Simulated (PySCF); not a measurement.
# C2H5ClO2S: the cost of one run

Programs: PySCF 2.14.0, with density-fitted response routines of our own. Each step states its level of theory. These are calculated values for one molecule in the gas phase, unless marked as measured. Atoms count from 0, in the outputs and in this text.

## 1. The starting structure

11 atoms, charge 0, multiplicity 1; geometry from: GFN2-xTB. The atoms were then displaced at random by about 0.01 Å, so the start is not that level's minimum.

Bonds of the start (Å): C0–C1 1.47, C1–S2 1.79, S2–O3 1.42, S2–O4 1.44, S2–Cl5 2.05, C0–H6 1.09, C0–H7 1.09, C0–H8 1.11, C1–H9 1.08, C1–H10 1.10.

## 2. Relaxing the molecule at PBE0-D3(BJ)/def2-SVP

The job: settings as JSON, then the geometry in Å.

```
{"job": {"xc": "PBE0", "basis": "def2-SVP", "d3": "d3bj", "grid": 1, "shake": 0.01, "kind": "geom"}, "charge": 0, "multiplicity": 1}
C     -1.232030     0.290280    -0.278450
C     -0.282460    -0.402400     0.610420
S      1.328930    -0.258000    -0.165210
O      1.317300    -0.595540    -1.542850
O      2.347780    -0.872220     0.645730
Cl     1.661230     1.761060    -0.061020
H     -2.267090     0.161430     0.052120
H     -1.137960    -0.060470    -1.301090
H     -1.048270     1.388860    -0.274570
H     -0.459500    -1.469800     0.687460
H     -0.189810     0.030960     1.611800
```

Started as:

```sh
> OMP_NUM_THREADS=1 python probes_run.py task.json out
```

The driver reads the jobs from task.json and runs them one after another.

**Question.** How long does this first job take on 1 thread of Arm Neoverse V1, shared host, and how much memory does it need?

About 46 s, with a peak of 0.51 GiB.
